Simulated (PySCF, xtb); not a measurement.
Stepwise substitution at one centre (Si Cl-OH). All species are isolated molecules in the gas phase. One relaxed conformer stands for each flexible species; it need not be the lowest. Strings in code marks are SMILES.

Quantity: redistribution energy (mixed species minus the weighted end members), in kcal/mol.

Level 1: B3LYP/6-311+G** // PBE-D3(BJ)/def2-TZVP (PySCF)
Level 2: B3LYP/LANL2DZ // PBE-D3(BJ)/def2-TZVP (PySCF)
Level 3: PBE/6-31G* // PBE-D3(BJ)/def2-TZVP (PySCF)
Level 4: GFN2-xTB (xtb)

| species | level 1 | level 2 | level 3 | level 4 |
|---|---|---|---|---|
| 3 of 4 Cl replaced by OH: `O[Si](O)(Cl)O` | -0.81 | 1.00 | -1.38 | ? |
| 2 of 4 Cl replaced by OH: `Cl[Si](O)(Cl)O` (H–O–Si–Cl torsion -76°, Cl–Si–O–H torsion -174°) | -0.73 | 1.20 | -1.82 | -1.21 |
| 1 of 4 Cl replaced by OH: `O[Si](Cl)(Cl)Cl` | ? | ? | -1.22 | -0.43 |

Q: What belongs in the gaps?

A: 
- 3 of 4 Cl replaced by OH: `O[Si](O)(Cl)O`, level 4: -1.81
- 1 of 4 Cl replaced by OH: `O[Si](Cl)(Cl)Cl`, level 1: -0.31
- 1 of 4 Cl replaced by OH: `O[Si](Cl)(Cl)Cl`, level 2: 1.08
